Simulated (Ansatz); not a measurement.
# C₃H₄O₂: a ladder of functionals and wavefunction methods

One table from this session's results is given with a row withheld; the runs are named, their logs left out.

The runs use Ansatz 0.2.0, Gaussian basis; functionals in def2-TZVPP, the program's frozen cores in correlated methods.

The runs, in order: LDA (SPW92), PBE-D4, revPBE-D4, BLYP-D4, r2SCAN-D4, B97M-V, PBE0-D4, B3LYP-D4, r2SCANh-D4, r2SCAN0-D4, HSE06-D4, BHLYP-D4, CAM-B3LYP-D4, LC-ωPBE, ωB97X-V, ωB97M-V, B2PLYP, PBE-QIDH; CCSD(T)/def2-SVP; CCSD(T)/def2-TZVPP; MP2/def2-QZVPP; extrapolation to the limit; RPA on PBE.

**The geometry**

An earlier PBE0-D4 in a triple-zeta def2 set relaxation fixed the geometry.

SMILES `C1=COCO1`, 9 atoms, charge 0, spin multiplicity 1.

Atoms are counted from 1 here; the program's logs count them from 0.

Bond lengths: C1–C2 1.324 Å, C1–O5 1.377 Å, C1–H6 1.076 Å, C2–O3 1.377 Å, C2–H7 1.076 Å, O3–C4 1.414 Å, C4–O5 1.414 Å, C4–H8 1.090 Å, C4–H9 1.103 Å. Angles: C2–C1–O5 110.2°, C2–C1–H6 132.0°, O5–C1–H6 117.8°, C1–C2–O3 110.2°, C1–C2–H7 132.0°, O3–C2–H7 117.8°, C2–O3–C4 103.6°, O3–C4–O5 106.9°, O3–C4–H8 110.0°, O3–C4–H9 109.2°, O5–C4–H8 110.0°, O5–C4–H9 109.2°, H8–C4–H9 111.4°, C1–O5–C4 103.6°.

The first run:

Input file in.yaml:

```yaml
crystal:
  periodic: [false, false, false]
  atoms:
    - {symbol: C, position_ang: [0.196454, 1.125148, -0.040683]}
    - {symbol: C, position_ang: [0.734418, 0.232822, -0.857582]}
    - {symbol: O, position_ang: [0.135897, -0.994356, -0.680254]}
    - {symbol: C, position_ang: [-0.567147, -0.847477, 0.538226]}
    - {symbol: O, position_ang: [-0.787535, 0.537479, 0.722241]}
    - {symbol: H, position_ang: [0.359284, 2.182111, 0.079221]}
    - {symbol: H, position_ang: [1.482617, 0.319011, -1.626235]}
    - {symbol: H, position_ang: [-1.521132, -1.372119, 0.483161]}
    - {symbol: H, position_ang: [0.055644, -1.229019, 1.364906]}
basis:
  gaussian: {orbitals: def2-TZVPP}
hamiltonian: {xc: lda}
output: {orbitals: {seedname: orbitals}}
```

Command:

```console
$ ansatz run in.yaml --threads 2 --pin off --events-out ev --progress --plain --max-ram 4352MiB
```

Among the steps run: LDA; PBE-D4 (GGA); revPBE-D4 (GGA); BLYP-D4 (GGA); r2SCAN-D4 (meta-GGA); B97M-V (meta-GGA); B3LYP-D4 (hybrid); r2SCANh-D4 (hybrid); r2SCAN0-D4 (hybrid); HSE06-D4 (hybrid); BHLYP-D4 (hybrid); CAM-B3LYP-D4 (range-separated); LC-ωPBE (range-separated); ωB97X-V (range-separated); ωB97M-V (range-separated); B2PLYP (double hybrid); PBE-QIDH (double hybrid).

One of the session's tables, all rows but one given; the rest of the session is left out.

It belongs to the step «Orbital energies across the functionals». 

| functional | HOMO (eV) | LUMO (eV) | gap (eV) |
| --- | --- | --- | --- |
| LDA (SPW92) | -4.84 | -0.53 | 4.31 |
| PBE-D4 | -4.66 | -0.27 | 4.39 |
| revPBE-D4 | -4.60 | -0.17 | 4.43 |
| BLYP-D4 | -4.57 | -0.18 | 4.39 |
| r2SCAN-D4 | -4.86 | -0.02 | 4.84 |
| B97M-V | -4.95 | 0.02 | 4.97 |
| PBE0-D4 | -5.93 | 0.76 | 6.68 |
| B3LYP-D4 | -5.74 | 0.47 | 6.22 |
| r2SCANh-D4 | ? | ? | ? |
| r2SCAN0-D4 | -6.07 | 0.91 | 6.98 |
| HSE06-D4 | -5.52 | 0.37 | 5.89 |
| BHLYP-D4 | -7.11 | 1.84 | 8.95 |
| CAM-B3LYP-D4 | -7.31 | 1.88 | 9.19 |
| LC-ωPBE | -8.60 | 3.11 | 11.71 |
| ωB97X-V | -8.26 | 3.04 | 11.30 |
| ωB97M-V | -8.20 | 2.90 | 11.10 |

**Question.** Estimate the row for r2SCANh-D4.

Worked estimate for «HOMO (eV)». Against the share of exact exchange, r2SCAN-D4 (0, -4.86), r2SCAN0-D4 (0.25, -6.07) give a slope of -4.84 per unit share; at 0.1 the line stands at -5.34.

**Answer.** HOMO (eV): -5.34; LUMO (eV): 0.35; gap (eV): 5.70. In «HOMO (eV)» the line misses by 0.00.
